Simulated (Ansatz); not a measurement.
Relaxation of CH7B (9 atoms, charge 0, multiplicity 1), to a largest force component of 0.03 eV/Å in at most 50 steps.

Level of theory: RKS PBE-D4/def2-mTZVP in Ansatz 0.2.0.

```xyz
9
Properties=species:S:1:pos:R:3
B 0.015 0.103 0.308
C 0.026 0.214 1.889
H -0.920 -0.056 2.380
H 0.862 -0.301 2.380
H 0.178 1.291 2.105
H 1.048 0.008 -0.303
H -1.004 0.265 -0.310
H -0.314 -2.263 0.269
H -0.240 -1.834 0.835
```

Q: Where does it end, and by what steps?

A: It converged. The force dipped under the threshold on the way, but the program's further checks kept it going. After 10 steps the energy has fallen by 0.100 eV; H9 moved furthest, 0.62 Å.

```
step  energy less start (eV)  largest force component (eV/Å)  accepted
   0                  0.0000                           1.365       yes
   1                 -0.0766                           0.276       yes
   2                 -0.0755                           0.854        no
   3                 -0.0844                           0.195       yes
   4                 -0.0914                           0.300       yes
   5                 -0.0950                           0.202       yes
   6                 -0.0977                           0.188       yes
   7                 -0.0992                           0.106       yes
   8                 -0.1002                           0.020       yes
   9                 -0.1003                           0.070       yes
  10                 -0.1004                           0.004       yes
```

```xyz
9
Properties=species:S:1:pos:R:3
B 0.021 0.144 0.402
C 0.045 0.353 1.945
H -0.895 0.124 2.467
H 0.889 -0.115 2.471
H 0.191 1.449 2.072
H 1.041 -0.022 -0.216
H -1.004 0.252 -0.220
H -0.326 -2.326 -0.057
H -0.313 -2.430 0.689
```

Whether the end is a true minimum wasn't checked by a vibrational analysis.

The run took 16 s on 1 thread of Arm Neoverse V1 (shared host), peak memory 0.11 GiB.
